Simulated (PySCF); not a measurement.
# C4H2N: the cost of one run

The runs use PySCF 2.14.0, with density-fitted response routines of our own; the level of theory stands in each step. All values are computed, except where a source is named. Atoms are numbered from 0 throughout.

## Step 1: The molecule as given

7 atoms, charge 0, multiplicity 2; geometry from: GFN2-xTB.

Bonds of the start (Å): C0–C1 1.33, C1–C2 1.24, C2–C3 1.34, C3–N4 1.16, C0–H5 1.08, C0–H6 1.08.

## Step 2: Relaxing the molecule at PBE0-D3(BJ)/def2-TZVP

Job settings and geometry (Å):

```
{"job": {"xc": "PBE0", "basis": "def2-TZVP", "d3": "d3bj", "grid": 2, "kind": "geom"}, "charge": 0, "multiplicity": 2}
C     -2.137720    -0.789370     1.156690
C     -1.022980    -0.380460     0.553710
C      0.014070     0.000890    -0.006150
C      1.133870     0.418830    -0.613120
N      2.100110     0.781180    -1.138110
H     -3.081910    -0.774720     0.640440
H     -2.117690    -1.142260     2.173160
```

Q: Estimate the wall time of this first job on 4 threads of Arm Neoverse V1, shared host.

About 36 s.
